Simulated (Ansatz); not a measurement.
**HfO₂ (P2₁/c, No. 14)**

Computed with PBE-D3(BJ) (Ansatz, an electronic-structure program, PAW).

Numerical settings: plane-wave cutoff 520 eV, 8×8×8 k mesh, Fermi–Dirac smearing 0.01 eV, scalar-relativistic PAW data made under PBE.

Cell (relaxed at this level):

```yaml
crystal:
  lattice:
    - [0.00000, 5.12642, 0.00792]
    - [5.20207, 0.00000, 0.00000]
    - [0.00000, -0.86814, -5.23397]
  atoms:
    - { symbol: Hf, position: [0.72344, 0.95757, 0.79182] }
    - { symbol: Hf, position: [0.27656, 0.45757, 0.70818] }
    - { symbol: Hf, position: [0.27656, 0.04243, 0.20818] }
    - { symbol: Hf, position: [0.72344, 0.54243, 0.29182] }
    - { symbol: O, position: [0.55284, 0.24193, 0.52081] }
    - { symbol: O, position: [0.44716, 0.74193, 0.97919] }
    - { symbol: O, position: [0.44716, 0.75807, 0.47919] }
    - { symbol: O, position: [0.55284, 0.25807, 0.02081] }
    - { symbol: O, position: [0.92926, 0.66419, 0.65811] }
    - { symbol: O, position: [0.07074, 0.16419, 0.84189] }
    - { symbol: O, position: [0.07074, 0.33581, 0.34189] }
    - { symbol: O, position: [0.92926, 0.83581, 0.15811] }
```

```
Item                                           Value
-------------------------------------------  -------
bulk modulus                                 175 GPa
band gap                                     4.04 eV
smallest direct gap on the k points sampled  4.13 eV
direct gap at Γ                              4.50 eV
```

Measured, for comparison: band gap 5.7 eV (temperature not stated, no zero-point or thermal correction, our sources range from 5.70 to 5.84; as tabulated in Choudhary et al. (2018), arXiv:1804.01032).

Note: the relaxation could not lower the start's symmetry, so the cell can be a saddle point above a distorted one; the bulk modulus comes from volumes at which shape and atoms were relaxed.

Spin–orbit coupling is not included.
